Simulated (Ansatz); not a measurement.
Molecule: methane, CH$_{4}$, net charge 0, singlet state. SMILES: C
Geometry: optimised at B3LYP-D3(BJ)/def2-TZVP (Ansatz, a program for electronic structure).

Property: vertical triplet-singlet gap, E(triplet) - E(singlet), in eV. Conventions: dispersion terms only where a functional's name holds one; UHF or UKS for open shells; non-relativistic; 6-311+G** with 5d; each state is the SCF solution reached for its charge and spin; no spin-orbit coupling; valence correlation only; six Cartesian d functions in 6-31G* and its kin unless marked 5d. Basis-set limits of correlation are two-point, X^-3; Hartree-Fock from the larger set. The bracket is a focal-point correction in the basis named. Ab initio and DFT rows: single points at B3LYP-D3(BJ) geometries (Ansatz). Levels can end on unlike triplets.

Coupled cluster (Ansatz) is a level with limits of its own, used here on species with T1 under 0.025 (0.045 for open shells) and stable references: RI-MP2/CBS(aug-cc-pVTZ,aug-cc-pVQZ)+[CCSD(T)-MP2]/aug-cc-pVTZ.

Value to compare with, RI-MP2/CBS(aug-cc-pVTZ,aug-cc-pVQZ)+[CCSD(T)-MP2]/aug-cc-pVTZ (Ansatz): 10.27 eV.

```csv
level,program,"vertical triplet-singlet gap, E(triplet) - E(singlet) (eV)",difference
B3LYP/STO-3G,Ansatz,17.69,7.42
B3LYP/3-21G,Ansatz,12.26,1.99
B3LYP/6-31G*,Ansatz,11.77,1.50
B3LYP/6-311+G**,Ansatz,10.12,-0.15
B3LYP/def2-TZVPD,Ansatz,10.10,-0.17
```

Among the 4 habitual levels, B3LYP/STO-3G lies farthest from RI-MP2/CBS(aug-cc-pVTZ,aug-cc-pVQZ)+[CCSD(T)-MP2]/aug-cc-pVTZ (Ansatz) (7.42 eV) and B3LYP/6-311+G** nearest (-0.15); 3 of 4 lie above it, and their mean absolute difference is 2.76 eV, the median 1.75. One case shows no general order.

The sets are all those run for this method; runs whose electronic state is in doubt are left out.
